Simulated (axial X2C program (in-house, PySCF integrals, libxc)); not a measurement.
**Cl₂⁻: bond constants with and without spin–orbit coupling**

Calculated with an in-house relativistic program for diatomic molecules. Spin-free means the one-electron spin-free X2C Hamiltonian; two-component (2c) means X2C with spin–orbit coupling and atomic mean-field two-electron Coulomb and Gaunt terms, so the difference of the two also holds small scalar two-electron terms. Basis: Cl dyall-av3z [9s8p3d2f] (cores contracted in-house); Gaussian nuclei, density fitting, unrestricted open shells. Masses: Cl 34.969 u.

State, spin-free: M_S = 1/2, Λ = 0 (beyond evenly filled blocks: σα); electrons by block: σα: 10, σβ: 9, π+α: 4, π+β: 4, π-α: 4, π-β: 4. Fragments: Cl- + Cl.

State, 2c: Ω = 1/2 (⟨Sz⟩ = 0.50, ⟨Lz⟩ = 0.00 at PBE0); electrons by block: 1/2: 14, -1/2: 13, 3/2: 4, -3/2: 4. Fragments: Cl- + Cl.

```json
{"Hamiltonian": "spin-free", "level": "PBE0", "Re (Å)": "2.630", "ωe (cm⁻¹)": "227.9", "ωexe (cm⁻¹)": "2.16", "Be (cm⁻¹)": "0.1393", "De (eV)": "1.53", "k (mdyn/Å)": "0.535"}
{"Hamiltonian": "spin-free", "level": "HF", "Re (Å)": "2.640", "ωe (cm⁻¹)": "250.0", "ωexe (cm⁻¹)": "1.76", "Be (cm⁻¹)": "0.1383", "De (eV)": "0.568", "k (mdyn/Å)": "0.644"}
{"Hamiltonian": "spin-free", "level": "MP2", "Re (Å)": "2.568", "ωe (cm⁻¹)": "269.5", "ωexe (cm⁻¹)": "1.82", "Be (cm⁻¹)": "0.1462", "De (eV)": "1.29", "k (mdyn/Å)": "0.748"}
{"Hamiltonian": "spin-free", "level": "PW91", "Re (Å)": "2.692", "ωe (cm⁻¹)": "198.4", "ωexe (cm⁻¹)": "2.42", "Be (cm⁻¹)": "0.133", "De (eV)": "1.78", "k (mdyn/Å)": "0.405"}
{"Hamiltonian": "2c", "level": "PBE0", "Re (Å)": "2.631", "ωe (cm⁻¹)": "227.6", "ωexe (cm⁻¹)": "2.17", "Be (cm⁻¹)": "0.1393", "De (eV)": "1.53", "k (mdyn/Å)": "0.534"}
{"Hamiltonian": "2c", "level": "HF", "Re (Å)": "2.641", "ωe (cm⁻¹)": "249.7", "ωexe (cm⁻¹)": "1.76", "Be (cm⁻¹)": "0.1382", "De (eV)": "0.509", "k (mdyn/Å)": "0.642"}
{"Hamiltonian": "2c", "level": "MP2", "Re (Å)": "2.569", "ωe (cm⁻¹)": "269.3", "ωexe (cm⁻¹)": "1.82", "Be (cm⁻¹)": "0.1461", "De (eV)": "1.26", "k (mdyn/Å)": "0.747"}
{"Hamiltonian": "2c", "level": "PW91", "Re (Å)": "2.693", "ωe (cm⁻¹)": "198.0", "ωexe (cm⁻¹)": "2.43", "Be (cm⁻¹)": "0.1329", "De (eV)": "1.78", "k (mdyn/Å)": "0.404"}
```

Correlated methods: 15 electrons correlated (number of frozen shells: Cl 2 s, 1 p), 193 virtual spin orbitals or spinors in MP2.

Occupations by symmetry block were frozen at the best pattern of an incomplete PBE0 search. Dissociation energies refer to the lowest single-determinant-based atoms at the same level and basis. Density functionals use the spin component along the axis (collinear). In 2c an atomic determinant is not the ground J level, so De misses part of the atomic spin–orbit lowering. This holds for PBE0, PW91. The functionals have no current-density term, which raises determinants with orbital currents, atoms included. The highest occupied level of some functionals is positive through self-interaction error; at Hartree–Fock it is bound. Hartree–Fock gets electron affinities wrong, so its lowest charge split need not be the true one.

No reliable constants came from CCSD (2c), CCSD (spin-free), CCSD(T) (2c), CCSD(T) (spin-free): no minimum in range, unconverged points, a curve that is not smooth, a change of character along it, or the two Hamiltonians disagreeing along it.

Rough cost a point (2c) on 1 thread(s) of a shared host, integrals apart: PBE0 0.29 s, HF 0.17 s, PW91 0.21 s.

The whole task took 100 s on 1 thread of Arm Neoverse V2 (shared host).
